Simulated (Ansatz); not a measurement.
## HNC⁺, doublet in 6-31G: errors against full CI

Geometry: that of the HNC, singlet, kept fixed.

| atom | x (Å) | y (Å) | z (Å) |
| --- | --- | --- | --- |
| N | 0.0000 | 0.0000 | 0.0555 |
| C | 0.0000 | 0.0000 | -1.1080 |
| H | 0.0000 | 0.0000 | 1.0525 |

Basis 6-31G; Ansatz 0.2.0. Only valence electrons are correlated (noble-gas cores frozen), which leaves 9 electrons in 18 orbitals. R marks a restricted (for open shells ROHF) determinant, U an unrestricted one. Active spaces: valence = (9e, 9o) chosen from the atoms' valence shells.

Full CI is exact within this basis and frozen core; it isn't the basis-set limit. The frozen core follows each run's orbitals, which can shift R against U totals by a few meV.

Unrestricted rows (U) aren't spin-pure: their determinants' ⟨S²⟩ exceeds S(S+1) by up to 0.48, so they mix in states of higher spin. For open shells CISD and CISDTQ are restricted-active-space CI with the open shells as a complete middle space.

* UHF ⟨S²⟩: 1.226
* T1 diagnostic (RCCSD): 0.0356
* largest doubles amplitude (RCCSD): 0.121
* T1 diagnostic (UCCSD): 0.0689

| level | E − E(full CI) (meV) | share of correlation (%) | wall time |
| --- | --- | --- | --- |
| RHF | 5894 | 0.00 | – |
| UHF | 5258 | 10.79 | – |
| RMP2 | 555 | 90.59 | – |
| UMP2 | 1219 | 79.32 | – |
| CISD | 650 | 88.97 | 0.66 s |
| RCCSD | 235 | 96.02 | – |
| UCCSD | 226 | 96.16 | – |
| RCCSD(T) | 44 | 99.26 | 0.81 s |
| UCCSD(T) | 82 | 98.61 | 0.72 s |
| BCCD(T) | 50 | 99.15 | 0.81 s |
| RCCSDT | 28 | 99.52 | – |
| UCCSDT | 32 | 99.45 | – |
| CISDTQ | 36 | 99.39 | 6 s |
| RCCSDT(Q) | -1 | 100.02 | 3.6 s |
| UCCSDT(Q) | 0 | 99.99 | 3.3 s |
| RCCSDTQ | 5 | 99.92 | 36 s |
| UCCSDTQ | 4 | 99.93 | 39 s |
| CASSCF (valence space) | 1113 | 81.12 | – |
| NEVPT2 (valence space) | 278 | 95.28 | 2.7 s |
| MRCISD (valence space) | 31 | 99.47 | – |
| MRCISD+Q (valence space) | 13 | 99.79 | 4.1 s |

The correlation energy at full CI, counted from RHF, is -5.894 eV. That run took 70 s on 1 thread of Arm Neoverse V1, shared host over 6,551,776 determinants.

Times hold each run's SCF and search for its determinant on a shared host, so for small cases they say little of a method's own cost; they ran on 1 thread of Arm Neoverse V1.

The full-CI state has the irrep A1 of C2v, in the program's axes (one component, if the state is degenerate).

Natural occupations of full CI about the gap: 1.980 1.972 1.899 1.899 0.999 0.094 0.094 0.023 0.016 0.006; effectively unpaired electrons, Σ n²(2−n)², 1.15.
